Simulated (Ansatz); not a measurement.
in.yaml

```yaml
crystal:
  periodic: [false, false, false]
  atoms:
    - {symbol: O, position_ang: [0.000000, 0.000000, 0.000000]}
    - {symbol: O, position_ang: [0.000000, 0.000000, 1.192971]}
basis:
  gaussian: {orbitals: 6-31G}
magnetization: {spin_polarized: false, initial_magnetization: 2}
correlation: {method: ccsdtq, electrons: outside_noble_gas}
```

```sh
$ ansatz run in.yaml --threads 1 --pin off --events-out ev --progress --plain --max-ram 2393MiB
```

(1) Roughly how long does this take on 1 thread of Arm Neoverse V1, shared host, and how much host memory?

```
272 factors; integrals over basis functions are off by at most 3.9e-8 eV
mean field evaluation 1: about -4068.4236 eV, gradient 1.2e1 eV
mean field evaluation 2: about -4068.4534 eV, gradient 1.2e1 eV
mean field evaluation 4: about -4068.8780 eV, gradient 6.1e-1 eV
mean field evaluation 8: about -4068.8791 eV, gradient 4.2e-4 eV
mean field evaluation 16: about -4068.8839 eV, gradient 1.8e-1 eV
mean field evaluation 32: about -4068.8791 eV, gradient 1.4e-2 eV
mean field evaluation 64: about -4068.8431 eV, gradient 1.4e-1 eV
mean field -4068.88476420 eV, -149.5287570952 hartree, gradient 2.9e-6 eV, S^2 2.000000; 5 other end points of the search recorded, 0 dependent functions left out
determinant -4068.88476420 eV, -149.5287570952 hartree, with singles and doubles -4075.59641420 eV, -149.7754056832 hartree
determinant -4068.87909827 eV, -149.5285488760 hartree, with singles and doubles -4075.59093735 eV, -149.7752044129 hartree
determinant -4068.88476420 eV, -149.5287570952 hartree, with singles and doubles -4075.59582862 eV, -149.7753841639 hartree
determinant -4068.87909827 eV, -149.5285488760 hartree, with singles and doubles -4075.59083809 eV, -149.7752007651 hartree
mean field evaluation 96: about -4068.8431 eV, gradient 1.4e-1 eV
2 core orbitals not correlated: weight in the atoms' cores, before any rotation towards them, 1.000 or more for the frozen orbitals, at most 0.000 for the correlated occupied ones
reference -4068.87909827 eV, -149.5285488760 hartree; 7, 5 occupied and 9, 11 virtual orbitals, 272 factors
second order -6.89186137 eV of doubles, -0.27795786 eV of singles
cycle   1  -6.40293540 eV  change    7.8e-1 eV  update   7.7e-2
cycle   2  -6.82335684 eV  change   -4.2e-1 eV  update   3.7e-2
cycle   3  -6.93236912 eV  change   -1.1e-1 eV  update   1.1e-2
cycle   4  -6.93609766 eV  change   -3.7e-3 eV  update   3.1e-3
cycle   5  -6.93811620 eV  change   -2.0e-3 eV  update   1.5e-3
cycle   6  -6.93819384 eV  change   -7.8e-5 eV  update   4.4e-4
cycle   7  -6.93786843 eV  change    3.3e-4 eV  update   1.7e-4
cycle   8  -6.93795451 eV  change   -8.6e-5 eV  update   6.5e-5
cycle   9  -6.93799544 eV  change   -4.1e-5 eV  update   2.4e-5
cycle  10  -6.93797670 eV  change    1.9e-5 eV  update   9.6e-6
cycle  11  -6.93798118 eV  change   -4.5e-6 eV  update   4.1e-6
cycle  12  -6.93797893 eV  change    2.2e-6 eV  update   1.6e-6
cycle  13  -6.93798007 eV  change   -1.1e-6 eV  update   6.2e-7
Total energy: -4075.81707834 eV, -149.7835149408 hartree
```

For the same geometry and basis full CI lies 4.8 meV lower.

Results:

(1) 51 s wall and 0.61 GiB.
